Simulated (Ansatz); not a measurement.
CH2AlN (SMILES N#[C][AlH2]): where methods fail along a bond

CH2AlN has 5 atoms, charge 0, and is taken as a singlet. SMILES: `N#[C][AlH2]`. The coordinates come from a PBE0-D4/def2-TZVP relaxation.

```xyz
5

N     1.3823   -1.3460    1.3942
C     0.7142   -0.6980    0.7118
Al   -0.4072    0.3900   -0.4346
H    -1.6297   -0.3229   -1.1202
H    -0.0097    1.9032   -0.5926
```

The C2–Al3 distance is scanned; the parts on either side stay rigid. Basis STO-3G, 7 core orbitals frozen in the correlated methods; program Ansatz 0.2.0. FCI is exact within this basis and core. Energies in eV from each method's value at 1.938 Å; methods without a U are spin-restricted; a dash marks a point that is missing or didn't converge. The shape above is that at 1.938 Å.

```
distance (Å)  PBE0  BHLYP  RPA@PBE  CCSDT(Q)   FCI
       1.938  0.00   0.00     0.00      0.00  0.00
       2.422  1.70   1.81     1.64      1.77  1.77
       2.907  3.90   4.16     3.77      4.12  4.12
       3.876  6.50   7.01     5.67      6.26  6.41
       4.845  7.26   7.92     5.58         –  6.53
```

Departure from the FCI curve at its largest: PBE0 +0.73 eV at 4.84 Å; BHLYP +1.39 eV at 4.84 Å; RPA@PBE -0.95 eV at 4.84 Å; CCSDT(Q) -0.14 eV at 3.88 Å. Functionals converge differently with the basis, so for them the departure isn't an error alone.
